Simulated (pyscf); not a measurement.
Four-centre exchange: `[SiH3][SiH3]` + `[OH2]` -> `[OH][SiH3]` + `[SiH4]`

Gas phase, singlet surface, charge 0. Bonds broken: Si1–Si2, O9–H10. Bonds formed: Si1–O9, Si2–H10. PySCF, gas phase, ωB97X-D3(BJ)/def2-SVP geometries. MP2 and CC: frozen core, UHF for open shells. ΔMP2 is the change of the MP2 total energy from the triple- to the quadruple-zeta basis.

Transition state (Å):

```xyz
11

Si    -1.7211    -0.6223     0.3264
Si     0.0749     1.2588    -0.7504
H     -0.7421    -1.6683    -0.0412
H     -2.4865    -0.0090    -0.7921
H     -2.7830    -1.2976     1.1527
H     -0.6480     2.4677    -1.2863
H      1.4828     1.7150    -0.4643
H      0.1893     0.3186    -1.9202
O     -1.1858     0.3290     1.8542
H     -0.6025     0.9557     1.2220
H     -1.8712     0.7826     2.3774
```

One imaginary mode, 588i cm⁻¹; descent along it reached the two sides named.

```csv
bond,change,reactant side (Å),saddle,product side
Si1–Si2,breaks,2.336,2.8,3.9
O9–H10,breaks,0.966,1.064,2.8
Si1–O9,forms,3.0,1.878,1.669
Si2–H10,forms,3.2,2.107,1.490
```

Electronic energies relative to the separated reactants (kcal/mol):

```
level                             barrier  reaction energy  reverse barrier
--------------------------------  -------  ---------------  ---------------
ωB97X-D3(BJ)/def2-TZVP               41.2            -17.4             58.5
PBE/def2-TZVP                        33.8            -16.3             50.1
r²SCAN/def2-TZVP                     36.2            -19.8             56.0
B3LYP-D3(BJ)/def2-TZVP               38.3            -20.6             58.9
PBE0-D3(BJ)/def2-TZVP                36.6            -16.6             53.2
M06-2X/def2-TZVP                     38.6            -22.8             61.3
ωB97M-D3(BJ)/def2-TZVP               38.0            -21.6             59.6
HF/def2-TZVP                         57.0            -26.5             83.6
MP2/def2-QZVPP                       41.3            -21.1             62.4
CCSD/def2-TZVPP                      45.1            -20.3             65.4
CCSD(T)/def2-TZVPP                   42.3            -19.7             62.0
CCSD(T)/def2-TZVPP + ΔMP2(QZVPP)     42.5            -19.3             61.8
```

With CCSD(T)/def2-TZVPP + ΔMP2(QZVPP) energies and thermal terms (ideal gas, 1 atm, RRHO with modes under 100 cm⁻¹ raised to 100, one conformer, R ln 2 for chiral ones without a mode under 150 cm⁻¹), in kcal/mol:

```tsv
T (K)	ΔH‡	ΔG‡	ΔH	ΔG
298	41.1	50.6	-20.3	-20.3
600	41.2	60.2	-20.9	-20.0
900	41.8	69.7	-21.0	-19.5
1200	42.5	78.9	-20.9	-19.0
```

One saddle was located; it need not be the lowest between these sides. The CCSD(T) − MP2 part came from Ansatz, without density fitting, on the same reference.
